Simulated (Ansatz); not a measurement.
Relative energies of C4H6O isomers

3 of its isomers, all singlets with charge 0: A = 2,3-dihydrofuran `C1=COCC1`; B = 2,3-butadien-1-ol `C=C=CCO`; C = `C1=CCOC1`.

Shapes, held fixed at every level: PBE0-D4/def2-TZVP. Flexible molecules stand in one conformer, not always the lowest. Programs: Ansatz 0.2.0.

A:

```xyz
11

C     0.4835    0.9259   -0.5415
C     1.0106    0.7296    0.6599
O     0.4691   -0.2894    1.3726
C    -0.4242   -0.9784    0.4785
C    -0.6374   -0.0588   -0.7316
H     0.7669    1.7009   -1.2363
H     1.7992    1.2687    1.1668
H     0.0599   -1.9158    0.1870
H    -1.3368   -1.2083    1.0283
H    -0.5761   -0.6123   -1.6716
H    -1.6146    0.4378   -0.7120
```

B:

```xyz
11

C    -1.4303    0.9460    1.4986
C    -0.7654    0.1056    0.7629
C    -0.0808   -0.7250    0.0306
C     1.2062   -0.3642   -0.6525
O     1.1289   -0.5322   -2.0529
H    -2.1899    1.5918    1.0699
H    -1.2503    1.0237    2.5661
H    -0.4531   -1.7354   -0.1260
H     1.4938    0.6581   -0.3802
H     2.0036   -1.0351   -0.3223
H     0.4027    0.0098   -2.3736
```

C:

```xyz
11

C    -0.6922    0.8102   -0.3133
C    -0.7734    0.0877    0.7924
C     0.3504   -0.8932    0.8346
O     1.0888   -0.6625   -0.3530
C     0.4932    0.3773   -1.1098
H    -1.3649    1.5995   -0.6220
H    -1.5256    0.1698    1.5659
H    -0.0045   -1.9336    0.8580
H     0.9985   -0.7490    1.7108
H     1.2166    1.1915   -1.2590
H     0.2131    0.0023   -2.1046
```

Electronic energies in kJ/mol, without zero-point or thermal terms.

```json
{"level": "HF/def2-SVP", "kind": "Hartree–Fock", "B − A": "+98.0", "C − A": "+6.1"}
{"level": "PBE-D4/def2-TZVPP", "kind": "GGA", "B − A": "+93.2", "C − A": "+18.3"}
{"level": "r2SCAN0-D4/def2-TZVPP", "kind": "global hybrid", "B − A": "+103.3", "C − A": "+14.7"}
{"level": "wB97M-V/def2-TZVPP", "kind": "range-separated hybrid", "B − A": "+96.6", "C − A": "+14.5"}
{"level": "MP2/def2-TZVPP", "kind": "perturbation theory", "B − A": "+103.0", "C − A": "+16.1"}
{"level": "CCSD/def2-TZVPP", "kind": "coupled cluster or CI", "B − A": "+96.3", "C − A": "+12.6"}
{"level": "CCSD(T)/CBS estimate", "kind": "coupled cluster or CI", "B − A": "+94.9", "C − A": "+13.9"}
```

The highest level, CCSD(T)/CBS estimate, puts A lowest of these. All levels agree on that. The B − A difference spans +93.2 to +103.3 kJ/mol over the levels. The CBS estimate extrapolates MP2 from def2-TZVPP and def2-QZVPP and adds CCSD(T) − MP2 in the triple-zeta set, cores frozen.
